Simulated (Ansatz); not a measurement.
# CH2ClN: taking an electron away

One table from this session's results is given with a row withheld; the runs are named, their logs left out.

Method: unrestricted cation, the program's frozen cores in correlated methods; program: Ansatz 0.2.0, Gaussian basis.

The runs, in order: UKS PBE-D4/def2-TZVPP; UKS r2SCAN-D4/def2-TZVPP; UKS PBE0-D4/def2-TZVPP; UKS B3LYP-D4/def2-TZVPP; UKS wB97X-V/def2-TZVPP; UKS wB97M-V/def2-TZVPP; UKS B2PLYP/def2-TZVPP; UHF-CCSD(T)/def2-TZVPP; UHF-MP2/def2-QZVPP; extrapolation to the limit; then −ε(HOMO) from the neutral's earlier runs with LDA (SPW92), PBE-D4, revPBE-D4, BLYP-D4, r2SCAN-D4, B97M-V, PBE0-D4, B3LYP-D4, r2SCANh-D4, r2SCAN0-D4, HSE06-D4, BHLYP-D4, CAM-B3LYP-D4, LC-ωPBE, ωB97X-V, ωB97M-V.

1 further run of the same task is left out (it didn't finish).

## The relaxed structure

All runs share one geometry, relaxed beforehand with PBE0-D4 in a triple-zeta def2 set.

SMILES `N=CCl`, 5 atoms, charge 0, spin multiplicity 1.

Atoms are counted from 1 here; the program's logs count them from 0.

Bond lengths: N1–C2 1.247 Å, N1–H4 1.019 Å, C2–Cl3 1.729 Å, C2–H5 1.091 Å. Angles: C2–N1–H4 110.5°, N1–C2–Cl3 121.0°, N1–C2–H5 128.0°, Cl3–C2–H5 111.0°.

Set-up of the first run:

Contents of in.yaml:

```yaml
crystal:
  periodic: [false, false, false]
  atoms:
    - {symbol: N, position_ang: [-0.754770, -0.588442, -0.272244]}
    - {symbol: C, position_ang: [0.240916, 0.066214, 0.096646]}
    - {symbol: Cl, position_ang: [1.513065, -0.680338, 0.999044]}
    - {symbol: H, position_ang: [-1.400563, 0.006384, -0.789179]}
    - {symbol: H, position_ang: [0.451252, 1.122581, -0.075569]}
basis:
  gaussian: {orbitals: def2-TZVPP}
total_charge: 1
magnetization: {spin_polarized: true, initial_magnetization: 1}
hamiltonian: {xc: pbe, dispersion: d4}
```

Command:

```bash
$ ansatz run in.yaml --threads 2 --pin off --events-out ev --progress --plain --max-ram 4352MiB
```

Steps of the session up to this table: Cation, UKS PBE-D4/def2-TZVPP; Cation, UKS r2SCAN-D4/def2-TZVPP; Cation, UKS PBE0-D4/def2-TZVPP; Cation, UKS B3LYP-D4/def2-TZVPP; Cation, UKS wB97X-V/def2-TZVPP; Cation, UKS wB97M-V/def2-TZVPP; Cation, UKS B2PLYP (frozen core)/def2-TZVPP; Cation, UHF-CCSD(T)/def2-TZVPP; Cation, UHF-MP2/def2-QZVPP.

One of the session's tables, all rows but one given; the rest of the session is left out.

Orbital estimates, from the neutral's runs:

| functional | −ε(HOMO) (eV) |
| --- | --- |
| LDA (SPW92) | ? |
| PBE-D4 | 7.01 |
| revPBE-D4 | 6.96 |
| BLYP-D4 | 6.91 |
| r2SCAN-D4 | 7.37 |
| B97M-V | 7.53 |
| PBE0-D4 | 8.58 |
| B3LYP-D4 | 8.33 |
| r2SCANh-D4 | 7.95 |
| r2SCAN0-D4 | 8.82 |
| HSE06-D4 | 8.17 |
| BHLYP-D4 | 9.90 |
| CAM-B3LYP-D4 | 10.03 |
| LC-ωPBE | 11.40 |
| ωB97X-V | 11.06 |
| ωB97M-V | 10.95 |

**Question.** Estimate the row for LDA (SPW92).

The run gave: −ε(HOMO) (eV): 7.11. In the column «−ε(HOMO) (eV)» it lies between PBE-D4 (7.01) and r2SCAN-D4 (7.37).

To keep in mind: The cation may have settled in a state other than its lowest; no search over hole states beyond the program's own was made.
